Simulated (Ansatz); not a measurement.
Geometry optimisation, Ansatz 0.2.0, RKS B3LYP-D4/6-31G*.

Input file:

```yaml
crystal:
  periodic: [false, false, false]
  atoms:
    - { symbol: O, position_ang: [-1.20045, -1.5608, -0.34166] }
    - { symbol: S, position_ang: [0.44399, -1.24044, 0.11137] }
    - { symbol: Si, position_ang: [0.2205, 0.91868, 0.06017] }
    - { symbol: H, position_ang: [-1.57914, -0.66568, -0.44436] }
    - { symbol: H, position_ang: [1.37811, 1.28031, -0.78828] }
    - { symbol: H, position_ang: [0.737, 1.26792, 1.40276] }
total_charge: -1
basis:
  gaussian: { orbitals: "6-31G*" }
hamiltonian:
  xc: b3lyp
  dispersion: d4
relax:
  f_tol: 0.015
  max_steps: 40
output:
  orbitals: {}
```

Command:

```bash
$ ansatz run input.yaml --threads 1 --pin off --max-ram 2048MiB --backend cpu --events-out ev --progress --plain --runs-dir out
```

**Question.** Where does it end, and by what steps?

**Answer.** The run converged. Limits of this set-up: an anion without diffuse functions, the dipole of an ion depends on the origin. After 6 steps the energy has fallen by 0.124 eV; H4 moved furthest, 0.12 Å.

| step | energy less start (eV) | largest force component (eV/Å) | accepted |
| --- | --- | --- | --- |
| 0 | 0.0000 | 0.964 | yes |
| 1 | -0.0743 | 0.687 | yes |
| 2 | -0.1095 | 0.506 | yes |
| 3 | -0.1111 | 0.454 | yes |
| 4 | -0.1233 | 0.096 | yes |
| 5 | -0.1235 | 0.088 | yes |
| 6 | -0.1238 | 0.003 | yes |

```xyz
6
Properties=species:S:1:pos:R:3
O -1.255 -1.650 -0.358
S 0.402 -1.238 0.106
Si 0.207 0.989 0.063
H -1.650 -0.762 -0.475
H 1.459 1.335 -0.758
H 0.837 1.327 1.422
```

Whether the end is a true minimum wasn't checked by a vibrational analysis.

The run took 7.5 s on 1 CPU thread of a shared host.
